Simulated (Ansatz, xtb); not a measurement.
BH7Si2: which of two structures lies lower

Structure a: a singlet given by its coordinates. Structure b: `B[SiH2][SiH3]`, a singlet. Both are isolated molecules in the gas phase, relaxed with PBE0-D3(BJ)/pcseg-1; the shapes shown needn't be the lowest conformers.

a (Å):

```xyz
10

B    -1.0734    2.3196   -0.3268
Si   -1.4256    1.3176    1.2488
Si   -0.9707   -0.9730    1.4534
H    -0.8515    1.7136   -1.3381
H    -0.0455    1.9503    0.5706
H    -1.1474    3.5161   -0.2882
H    -1.4737    2.0004    2.5786
H    -2.2132   -1.6547    1.9251
H    -0.5866   -1.5136    0.1182
H     0.1189   -1.2352    2.4393
```

Close contacts (Å): B1–Si2 1.90, Si2–Si3 2.34, B1–H4 1.20, B1–H5 1.41, B1–H6 1.20, Si2–H5 1.66, Si2–H7 1.50, Si3–H8 1.49, Si3–H9 1.49, Si3–H10 1.49.

b (Å):

```xyz
10

B    -1.7590    2.3959    0.2866
Si   -0.3558    1.4101    1.3083
Si   -0.8514   -0.8627    0.9155
H    -1.6008    2.6676   -0.8728
H    -2.8210    2.6526    0.7861
H     1.0396    1.6520    0.8272
H    -0.4024    1.6286    2.7871
H     0.1290   -1.7336    1.6302
H    -2.2255   -1.1874    1.4029
H    -0.7849   -1.1645   -0.5458
```

Energies in hartree; the thermal terms are from PBE0-D3(BJ)/pcseg-1 harmonic frequencies (ideal gas, rigid rotor, one conformer each, 298.15 K, 1 atm) and include the zero-point energy:

```
                               a           b
E, CCSD(T)/def2-TZVP  −607.017605  −607.023910
   zero-point energy     0.062844     0.061762
        H(298 K) − E     0.070071     0.069531
        G(298 K) − E     0.033655     0.031829
```

Problem. Work out ΔE, ΔE₀, ΔH and ΔG for a → b in kcal/mol (1 Eh = 627.51 kcal/mol) and the equilibrium ratio [b]/[a].

Solution. 1. ΔE = −607.023910 − (−607.017605) = −0.006305 Eh = −3.96 kcal/mol.
2. ΔE₀ = ΔE + ΔZPE = −0.006305 + (−0.001082) Eh = −4.64 kcal/mol.
3. ΔH = ΔE + (−0.000540) Eh = −4.30 kcal/mol.
4. ΔG = ΔE + (−0.001826) Eh = −5.10 kcal/mol, so ΔS = (ΔH − ΔG)/T = +11.3 J/(mol K).
5. kT = 0.9442 mEh, so K = [b]/[a] = exp(−ΔG/kT) = exp(+8.61) ≈ 5.5 × 10^3.

Structure b is favoured at this temperature. An error of 1 kcal/mol in ΔG would change K by a factor of 5.4. Mirror images and further conformers aren't counted.

Other levels gave ΔE = −3.2 (PBE0-D3(BJ)/pcseg-1); −14.6 (HF/def2-TZVP); −3.1 (MP2/def2-TZVP) kcal/mol. The correlated steps freeze 11 core orbitals. Programs: Ansatz 0.2.0.
